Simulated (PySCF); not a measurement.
Does the structure fit the spectrum?

A compound C6H10 gives the data below (simulated from a calculation) and was assigned the structure `C#CC(C)(C)C`.

¹³C{¹H} NMR (computed): δ 136.0 (CH, 2C), 27.7 (CH2, 2C), 24.2 (CH2, 2C).

¹H NMR (400 MHz, computed): δ 5.88 (m, 2H), 1.99 (m, 4H), 1.47 (m, 4H).

[PySCF 2.14.0 with density-fitted response routines: couplings computed with B3LYP/pcJ-1 (without the spin–dipole term); PBE0-D3(BJ)/def2-SVP structure; GIAO PBE0/pcSseg-1 shieldings; in vacuum; no relativistic terms; one conformer; fast rotation and ring inversion assumed for equivalent nuclei]

References, each an isolated molecule treated in the same way: TMS for ¹H and ¹³C.

**Question.** Compare with the shifts computed for the proposed structure, pairing carbons in order of shift.

**Answer.** Atoms are numbered as in `[CH:1]#[C:2][C:3]([CH3:4])([CH3:5])[CH3:6]`. Each H is labelled by its parent atom.

```tsv
atom	computed for proposal	given list	difference
C2	95.8	136.0	-40.2
C1	73.7	136.0	-62.3
C4	32.8	27.7	+5.1
C5	32.8	27.7	+5.1
C6	32.8	24.2	+8.6
C3	27.5	24.2	+3.3
```

The rms difference is 30.7 ppm and the largest -62.3 ppm at C1 (terminal alkyne carbon). The proposal also would give 4 carbon signals, not 3. The carbon types in order of shift don't match either: C, CH, CH3, CH3, CH3, C for the proposal against CH, CH, CH2, CH2, CH2, CH2 in the data. The proposal doesn't fit.

**Question.** Which isomer fits?

**Answer.** cyclohexene.

1. Carbon types of the structure: 2 × CH, 4 × CH2, which accounts for all hydrogens.
2. δC 136.0: alkene CH; as expected for a trigonal carbon in a double bond.
3. δC 24.2: sp3 CH2 in a ring; aliphatic region, no heteroatom directly attached.
4. δH 5.88: hydrogen on an alkene CH; attached to an sp2 carbon and in the plane of the double bond.
5. δH 1.99: hydrogen on an allylic sp3 CH2; allylic position.

Other isomers checked: C=C/C(C)=C/C (rms 58.3 ppm); C=C(C)/C=C\C (rms 59.0 ppm).

The data come from this structure; uniqueness wasn't tested.

Multiplet labels drop couplings under 1 Hz and merge nearly equal ones. Couplings among chemically equivalent protons are left out too, so labels in AA′BB′ or AA′XX′ sets are apparent multiplicities. Unscaled 3J(H,H) at this level run about 10 % above measured values. Shifts are as computed. Against solution values, carbons near 30 ppm lie about +2 ppm off and those near 130 ppm about +5 ppm. Of 1211 compounds with measured shifts, 218 miss one by over three times the rms of a fit or turn the order of signals round; such compounds aren't used in these exercises.
